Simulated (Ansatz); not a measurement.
Stepwise reaction of `OBO` with ammonia, as a gas-phase model of exchange steps in deposition or etching. ΔE in kJ/mol.

Computed with Ansatz on PBE0-D4/def2-TZVP structures; ΔE is electronic, products minus reactants. CCSD(T)/CBS adds triple-zeta CCSD(T) − MP2 to the extrapolated MP2 energy (def2 sets, frozen cores). This one scheme is used for every species. DFT in def2-TZVPP. B3LYP here is the variant with VWN-RPA as its local correlation; programs differ in this. Each species was taken in one conformer, which may not be the lowest.

```tsv
step	reaction	PBE-D4	B3LYP-D4	ωB97M-V	CCSD(T)/CBS
1	`OBO` + NH₃ → `NBO` + H₂O	20.4	22.3	22.6	20.4
```

Give the row of step 2, `NBO` + NH₃ → `NBN` + H₂O. (An estimate is asked.)

Computed: 
| step | reaction | PBE-D4 | B3LYP-D4 | ωB97M-V | CCSD(T)/CBS |
| --- | --- | --- | --- | --- | --- |
| 2 | `NBO` + NH₃ → `NBN` + H₂O | 24.6 | 26.5 | 26.9 | 24.5 |

By hand: ΔE of the 2 steps together at CCSD(T)/CBS.

(20.4) + (24.5) = 44.9 kJ/mol, or 22.4 kJ/mol a step.

In ΔE the steps differ by no more than 4.1 kJ/mol. All are uphill at CCSD(T)/CBS. PBE-D4 differs from CCSD(T)/CBS by 0.0 to 0.1 kJ/mol a step. Isolated molecules leave out the surface, adducts and barriers. Largest T1 diagnostic: 0.013.
